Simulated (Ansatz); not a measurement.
**Worked example: the barrier**

An elementary step of SiNH5S, closed shell (SiNH₅S ([NH2][SiH2][SH]) → SiH₂S ([SiH2][S]) + NH₃ (still joined by a long Si–N bond); bonds formed: N2–H4; bonds broken: S3–H4; bonds weakened to dative contacts: Si1–N2). “Start” is the structure reached by relaxing down from the saddle towards the reactants; PBE0-D4/def2-TZVP structures. The saddle:

```xyz
8
angstrom
Si -0.7090 -0.4909 -0.2220
N 0.5618 0.6591 0.4300
S 0.6759 -1.3356 -1.4858
H 1.1881 -0.0910 -0.4874
H -1.8130 0.3374 -0.7730
H -1.2358 -1.2663 0.9312
H 0.4677 1.6455 0.2166
H 0.8644 0.5419 1.3903
```

Ansatz 0.2.0; basis: def2-TZVPP and def2-QZVPP; cores frozen in the correlated methods.

Energies in eV:

| quantity | saddle | start |
| --- | --- | --- |
| Hartree–Fock, triple zeta (X = 3) | -20241.74482 | -20243.51327 |
| Hartree–Fock, quadruple zeta (X = 4) | -20242.37693 | -20244.15663 |
| MP2 correlation, X = 3 | -14.78974 | -14.20761 |
| MP2 correlation, X = 4 | -15.94339 | -15.33601 |
| CCSD(T) correlation, X = 3 | -16.44538 | -15.95804 |

Q: Work out the barrier at the basis limit: extrapolate Hartree–Fock as E(X) = E∞ + A exp(−7.88 √X) and the MP2 correlation as E(X) = E∞ + B X^−2.97 (the exponents that Neese and Valeev fitted for def2-TZVPP and QZVPP), then add CCSD(T) − MP2 in triple zeta.

A: Each step is linear, so take the differences first (saddle − start): Hartree–Fock 1.76845 (X = 3) and 1.77970 (X = 4); MP2 correlation -0.58213 and -0.60738; CCSD(T) correlation -0.48734.
Two points give E∞ = E(4) + w [E(4) − E(3)], with w = 1/(exp(7.88 (2 − √3)) − 1) = 0.1377 for Hartree–Fock and w = 1/((4/3)^2.97 − 1) = 0.7407 for the correlation.
Hartree–Fock: 1.77970 + 0.1377 × 0.01125 = 1.7812 eV.
MP2 correlation: -0.60738 + 0.7407 × (-0.02525) = -0.6261 eV.
CCSD(T) − MP2: -0.48734 − (-0.58213) = 0.0948 eV.
Sum: 1.7812 + (-0.6261) + 0.0948 = 1.2499 eV, or 28.82 kcal/mol. Plain CCSD(T) in triple zeta gives 1.2811 eV, so the larger basis shifts the result by -0.0312 eV.

The T1 diagnostic stays at or below 0.012.

Labels in which every atom is bracketed show which atoms are joined, not bond orders.

For scale, one of the runs: CCSD(T)/def2-TZVPP, 185 basis functions (an equivalent command: `ansatz run in.yaml --threads 2`). Time: 33 s of wall clock on 2 CPU threads; the host was shared. Peak host memory: 1.7 GiB.
